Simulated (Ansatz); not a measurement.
**SnH⁻, triplet in def2-SVPD: errors against full CI**

Geometry: a PBE0/def2-TZVPD stationary point for this spin.

```xyz
2

Sn    0.0000    0.0000    0.0000
H     0.0000    0.0000    1.8112
```

Basis def2-SVPD with its core potentials; Ansatz 0.2.0. Correlated methods freeze the noble-gas cores and the filled d shells of p-block atoms, which leaves 6 electrons in 31 orbitals. R marks a restricted (for open shells ROHF) determinant, U an unrestricted one. Active spaces: valence = (6e, 5o) chosen from the atoms' valence shells. No spin–orbit coupling is included; scalar relativity enters through the core potentials alone.

Full CI is exact within this basis and frozen core; it isn't the basis-set limit. The frozen core follows each run's orbitals, which can shift R against U totals by a few meV for light atoms and by up to 0.1 eV past Ca.

For open shells CISD is restricted-active-space CI with the open shells as a complete middle space.

* UHF ⟨S²⟩: 2.026
* T1 diagnostic (RCCSD): 0.0224
* largest doubles amplitude (RCCSD): 0.050

| level | E − E(RHF) (eV) |
| --- | --- |
| RMP2 | -1.9435 |
| RCCSD | -2.4614 |
| RCCSD(T) | -2.5243 |

(1) Estimate how far full CI in def2-SVPD lies from RCCSD(T). The table doesn't fix it; the size of (T) and the diagnostics are the guide.

(1) Full CI in def2-SVPD lies 1.9 kJ/mol below RCCSD(T), which is 31 % of the (T) step (-6.1 kJ/mol). The diagnostics give no warning, yet the rest is a sizeable part of (T).

The other levels:

```csv
level,E − E(full CI) (kJ/mol),share of correlation (%),wall time
CISD,15.3,93.77,0.87 s
BCCD(T),1.9,99.24,1.1 s
RCCSDT,0.2,99.90,–
RCCSDT(Q),0.0,100.00,4 s
CASSCF (valence space),198.0,19.34,–
NEVPT2 (valence space),55.4,77.42,0.84 s
MRCISD (valence space),10.9,95.57,–
MRCISD+Q (valence space),-1.4,100.56,1.1 s
```

The correlation energy at full CI, counted from RHF, is -2.544 eV. That run took 51 s on 1 thread of Arm Neoverse V2, shared host over 5,037,396 determinants.

Run but not shown, since their state, orbitals or frozen core can't be matched to the reference's or they repeat it: UHF, UMP2, UCCSD, UCCSD(T), UCCSDT, UCCSDT(Q).

Times hold each run's SCF and search for its determinant on a shared host, so for small cases they say little of a method's own cost; they ran on 1 thread of Arm Neoverse V2.

More than 5 meV below full CI, which no variational method can be: MRCISD+Q (valence space).

The full-CI state has the irrep A2 of C2v, in the program's axes (one component, if the state is degenerate).

Natural occupations of full CI about the gap: 1.950 1.920 0.986 0.986 0.049 0.014 0.014 0.014 0.014 0.011; effectively unpaired electrons, Σ n²(2−n)², 2.05.
